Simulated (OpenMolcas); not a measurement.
**A workflow on doublet BF+**

Wanted: a single-point energy (ROHF/STO-3G), then the energy (CASSCF(3,3)/STO-3G), then the energy (CASPT2(3,3)/STO-3G), then the energy (SC-NEVPT2(3,3)/STO-3G), then a single-point energy (MRCI(3,3)/STO-3G) of doublet BF+. 

Program for the calculation: OpenMolcas 26.06.

1 further run of the same task is left out (set aside as unsound or not needed).

## Step 1: The system as given

The species is BF+ (2 atoms), meant as a doublet with charge +1. As SMILES of the parent species, `[B]F`. The shape is that of a PBE0-D4/def2-TZVP optimisation. That shape belongs to the parent species and isn't relaxed for this state.

Bond lengths: B1–F2 1.263 Å.

## Step 2: The energy at ROHF/STO-3G (run 1)

Input file mol.xyz:

```xyz
2

B      0.000000     0.000000    -0.009350
F      0.000000     0.000000     1.253740
```

Input file step1.inp:

```
>>> EXPORT MOLCAS_PRINT=2
&GATEWAY
BasLib=$CurrDir
Coord=mol.xyz
Basis=STO-3G
Group=NoSym
&SEWARD
&SCF
UHF
Charge=1
Spin=2
Scramble=0.25
PrOrbitals=1 1
&RASSCF
FileOrb=$Project.UnaOrb
Spin=2
Nactel=1 0 0
Inactive=6
Ras2=1
OutOrbitals=Canonical
OrbListing=Nothing
```

The basis set STO-3G is read from a file made from the Basis Set Exchange's data (not shown).

The run is started by

```console
$ export MOLCAS_MEM=1860
$ pymolcas step1.inp > step1.log
```

Output:

```text
--- Start Module: gateway ---
[...]
--- Stop Module: gateway /rc=_RC_ALL_IS_WELL_ ---
[...]
      Basis functions           10
[...]
--- Start Module: scf ---
[...]
       Convergence after  16 Iterations
[...]
::    Total SCF energy                               -122.0938386922
[...]
      Total spin, S                                     0.5070792255
[...]
--- Stop Module: scf /rc=_RC_ALL_IS_WELL_ ---
[...]
--- Start Module: rasscf ---
[...]
      Number of active orbitals                  1
[...]
      Spin quantum number                      0.5
[...]
      Active orbitals                            1
[...]
      Number of CSFs                             1
[...]
      Number of root(s) required                 1
[...]
      Convergence after  7 iterations
[...]
      printout of CI-coefficients larger than  0.05 for root  1
      energy=    -122.091880
      conf/sym  1     Coeff  Weight
             1  u   1.00000 1.00000
      Natural orbitals and occupation numbers for root  1
      sym 1:   1.000000
      ************************************************************************************************************************
      *                                                    Final results                                                     *
[...]
::    RASSCF root number  1 Total energy:   -122.09188024
[...]
      Total electronic charge=   13.000000
      Total            charge=    1.000000
[...]
      Dipole Moment (debye):
      Origin of the operator (angstrom)=    0.0000    0.0000    0.7903
                   X=  1.2996E-07               Y= -2.5852E-07               Z= -3.4897E+00           Total=  3.4897E+00
      Center of Charge (angstrom)
[...]
--- Stop Module: rasscf /rc=_RC_ALL_IS_WELL_ ---
[...]
```

It took 4.2 s on 1 thread of AMD EPYC 7R43 (Zen 3), shared host; peak memory 0.37 GiB.

## Step 3: A single-point energy at CASSCF(3,3)/STO-3G (run 2)

mol.xyz is that of step 2.

Input file step2.input:

```
&gateway
 baslib
 $CurrDir
 coord
 mol.xyz
 basis
 STO-3G
 group
 NoSym

&seward

&rasscf
 fileorb
 $CurrDir/step1.RasOrb
 spin
 2
 nactel
 3 0 0
 inactive
 5
 ras2
 3
 orblisting
 Nothing
 orbappear
 Compact
```

The basis set STO-3G is read from a file made from the Basis Set Exchange's data (not shown).

The run is started by

```console
$ export MOLCAS_MEM=1860
$ pymolcas step2.input > step2.log
```

Output:

```text
--- Start Module: gateway ---
[...]
--- Stop Module: gateway /rc=_RC_ALL_IS_WELL_ ---
--- Start Module: seward ---
[...]
      Basis functions           10
--- Stop Module: seward /rc=_RC_ALL_IS_WELL_ ---
[...]
--- Start Module: rasscf ---
[...]
      Number of active orbitals                  3
[...]
      Spin quantum number                      0.5
[...]
      Active orbitals                            3
[...]
      Number of CSFs                             8
[...]
      Number of root(s) required                 1
[...]
      Convergence after 18 iterations
[...]
      printout of CI-coefficients larger than  0.05 for root  1
      energy=    -122.102211
      conf/sym  111     Coeff  Weight
             1  2u0   0.99322 0.98648
             4  udu   0.06562 0.00431
             8  0u2   0.08818 0.00778
      Natural orbitals and occupation numbers for root  1
      sym 1:   1.978708   1.000000   0.021292
      ************************************************************************************************************************
      *                                                    Final results                                                     *
[...]
::    RASSCF root number  1 Total energy:   -122.10221116
[...]
      Total electronic charge=   13.000000
      Total            charge=    1.000000
[...]
      Dipole Moment (debye):
      Origin of the operator (angstrom)=    0.0000    0.0000    0.7903
                   X=  5.5084E-10               Y= -2.1407E-09               Z= -3.2573E+00           Total=  3.2573E+00
      Center of Charge (angstrom)
[...]
--- Stop Module: rasscf /rc=_RC_ALL_IS_WELL_ ---
[...]
```

It took 3.3 s on 1 thread of AMD EPYC 7R43 (Zen 3), shared host; peak memory 0.37 GiB.

## Step 4: The energy at CASPT2(3,3)/STO-3G (run 3)

mol.xyz is that of step 3.

Input file step3.inp:

```
&GATEWAY
 BasLib=$CurrDir
 Coord=mol.xyz
 Basis=STO-3G
 Group=NoSym

&SEWARD

&RASSCF
 FileOrb=$CurrDir/step2.RasOrb
 Spin=2
 Nactel=3 0 0
 Inactive=5
 Ras2=3
 OrbListing=Nothing
 OrbAppear=Compact

&CASPT2
 Imaginary=0.1
 Frozen=2
```

The basis set STO-3G is read from a file made from the Basis Set Exchange's data (not shown).

The run is started by

```console
$ export MOLCAS_MEM=1860
$ pymolcas step3.inp > step3.log
```

Output:

```text
--- Start Module: gateway ---
[...]
--- Stop Module: gateway /rc=_RC_ALL_IS_WELL_ ---
[...]
      Basis functions           10
[...]
--- Start Module: rasscf ---
[...]
      Number of active orbitals                  3
[...]
      Spin quantum number                      0.5
[...]
      Active orbitals                            3
[...]
      Number of CSFs                             8
[...]
      Number of root(s) required                 1
[...]
      Convergence after  4 iterations
[...]
      printout of CI-coefficients larger than  0.05 for root  1
      energy=    -122.102211
      conf/sym  111     Coeff  Weight
             1  2u0   0.99322 0.98648
             4  udu   0.06562 0.00431
             8  0u2   0.08818 0.00778
      Natural orbitals and occupation numbers for root  1
      sym 1:   1.978709   1.000000   0.021291
      ************************************************************************************************************************
      *                                                    Final results                                                     *
[...]
::    RASSCF root number  1 Total energy:   -122.10221116
[...]
      Total electronic charge=   13.000000
      Total            charge=    1.000000
[...]
      Dipole Moment (debye):
      Origin of the operator (angstrom)=    0.0000    0.0000    0.7903
                   X= -4.1056E-10               Y= -6.7026E-10               Z= -3.2573E+00           Total=  3.2573E+00
      Center of Charge (angstrom)
[...]
--- Stop Module: rasscf /rc=_RC_ALL_IS_WELL_ ---
--- Start Module: caspt2 ---
[...]
 ###    WARNING: User changed nr of frozen orbitals.                         ###
 ###############################################################################
[...]
      E2 (Variational):          -0.0561848188
      Total energy:            -122.1583959785
[...]
      Reference weight:           0.97433
[...]
::    CASPT2 Root  1     Total energy:   -122.15839598
[...]
--- Stop Module: caspt2 /rc=_RC_ALL_IS_WELL_ ---
[...]
```

Run time: 2.9 s. Hardware: 1 thread of AMD EPYC 7R43 (Zen 3), shared host; peak memory 0.37 GiB.

## Step 5: The energy at SC-NEVPT2(3,3)/STO-3G (run 4)

mol.xyz is that of step 4.

Input file step4.inp:

```
&GATEWAY
BasLib
$CurrDir
Coord
mol.xyz
Basis
STO-3G
Group
NoSym
&SEWARD
&RASSCF
FileOrb
$CurrDir/step2.RasOrb
Spin
2
Nactel
3 0 0
Inactive
5
Ras2
3
OrbListing
Nothing
OrbAppear
Compact
&CASPT2
SC-NEVPT2
Frozen
2
```

The basis set STO-3G is read from a file made from the Basis Set Exchange's data (not shown).

The run is started by

```console
$ export MOLCAS_MEM=1860
$ pymolcas step4.inp > step4.log
```

Output:

```text
--- Start Module: gateway ---
[...]
--- Stop Module: gateway /rc=_RC_ALL_IS_WELL_ ---
[...]
      Basis functions           10
[...]
--- Start Module: rasscf ---
[...]
      Number of active orbitals                  3
[...]
      Spin quantum number                      0.5
[...]
      Active orbitals                            3
[...]
      Number of CSFs                             8
[...]
      Number of root(s) required                 1
[...]
      Convergence after  4 iterations
[...]
      printout of CI-coefficients larger than  0.05 for root  1
      energy=    -122.102211
      conf/sym  111     Coeff  Weight
             1  2u0   0.99322 0.98648
             4  udu   0.06562 0.00431
             8  0u2   0.08818 0.00778
      Natural orbitals and occupation numbers for root  1
      sym 1:   1.978709   1.000000   0.021291
      ************************************************************************************************************************
      *                                                    Final results                                                     *
[...]
::    RASSCF root number  1 Total energy:   -122.10221116
[...]
      Total electronic charge=   13.000000
      Total            charge=    1.000000
[...]
      Dipole Moment (debye):
      Origin of the operator (angstrom)=    0.0000    0.0000    0.7903
                   X= -4.1056E-10               Y= -6.7026E-10               Z= -3.2573E+00           Total=  3.2573E+00
      Center of Charge (angstrom)
[...]
--- Stop Module: rasscf /rc=_RC_ALL_IS_WELL_ ---
--- Start Module: caspt2 ---
[...]
 ###    WARNING: User changed nr of frozen orbitals.                         ###
 ###############################################################################
[...]
      E2 (Variational):          -0.0631362908
[...]
      E2 (Variational):          -0.0627987507
      Total energy:            -122.1650099104
[...]
      Reference weight:           0.96706
[...]
::    SC-NEVPT2 Root  1     Total energy:   -122.16500991
[...]
--- Stop Module: caspt2 /rc=_RC_ALL_IS_WELL_ ---
[...]
```

It took 3 s on 1 thread of AMD EPYC 7R43 (Zen 3), shared host; peak memory 0.37 GiB.

## Step 6: The energy at MRCI(3,3)/STO-3G (run 5)

mol.xyz is that of step 5.

Input file step5.input:

```
* BF MRCI
>>> EXPORT MOLCAS_PRINT=2

&GATEWAY
 BasLib=$CurrDir
 Coord=mol.xyz
 Basis=STO-3G
 Group=NoSym

&SEWARD

&RASSCF
 FileOrb=$CurrDir/step2.RasOrb
 Spin=2
 Nactel=3 0 0
 Inactive=5
 Ras2=3
 OrbListing=Nothing
 OrbAppear=Compact

&MOTRA
 LumOrb
 Frozen=2

&GUGA
 Electrons=9
 Spin=2
 Inactive=3
 Active=3
 CIAll=1

&MRCI
 SDCI
```

The basis set STO-3G is read from a file made from the Basis Set Exchange's data (not shown).

The run is started by

```console
$ export MOLCAS_MEM=1860
$ pymolcas step5.input > step5.log
```

Output:

```text
--- Start Module: gateway ---
[...]
--- Stop Module: gateway /rc=_RC_ALL_IS_WELL_ ---
[...]
      Basis functions           10
[...]
      Number of active orbitals                  3
[...]
      Spin quantum number                      0.5
[...]
      Active orbitals                            3
[...]
      Number of CSFs                             8
[...]
      Number of root(s) required                 1
[...]
      Convergence after  4 iterations
[...]
      printout of CI-coefficients larger than  0.05 for root  1
      energy=    -122.102211
      conf/sym  111     Coeff  Weight
             1  2u0   0.99322 0.98648
             4  udu   0.06562 0.00431
             8  0u2   0.08818 0.00778
      Natural orbitals and occupation numbers for root  1
      sym 1:   1.978709   1.000000   0.021291
      ************************************************************************************************************************
      *                                                    Final results                                                     *
[...]
::    RASSCF root number  1 Total energy:   -122.10221116
[...]
      Dipole Moment (debye):
      Origin of the operator (angstrom)=    0.0000    0.0000    0.7903
                   X= -4.1056E-10               Y= -6.7026E-10               Z= -3.2573E+00           Total=  3.2573E+00
      Center of Charge (angstrom)
[...]
      *** WARNING: Default frozen orbitals is overwritten by user input.
      *** Default values:   2
[...]
--- Start Module: guga ---
[...]
--- Stop Module: guga /rc=_RC_ALL_IS_WELL_ ---
--- Start Module: mrci ---
[...]
       (But an ACPF correction will be computed)
       USE THE DEFAULT ACPF G-VALUE GFAC=  0.22222222222222221
[...]
                      CI ENERGY:  -122.17478066
[...]
                ACPF CORRECTION:    -0.00359799
[...]
      Total electronic charge=   13.000000
      Total            charge=    1.000000
[...]
     ACPF CORRECTION:     -0.00359799
[...]
  CI State   1     Total energy:   -122.17478066     QDav:     -0.00469246     QACPF:     -0.00359799
[...]
--- Stop Module: mrci /rc=_RC_ALL_IS_WELL_ ---
[...]
```

Run time: 3.3 s. Hardware: 1 thread of AMD EPYC 7R43 (Zen 3), shared host; peak memory 0.37 GiB.

## Step 7: What came out

```
                                  quantity          value
          run 1, ROHF/STO-3G: total energy  -122.09188 Eh
   run 2, CASSCF(3,3)/STO-3G: total energy  -122.10221 Eh
   run 3, CASPT2(3,3)/STO-3G: total energy  -122.15840 Eh
run 4, SC-NEVPT2(3,3)/STO-3G: total energy  -122.16501 Eh
     run 5, MRCI(3,3)/STO-3G: total energy  -122.17478 Eh
```
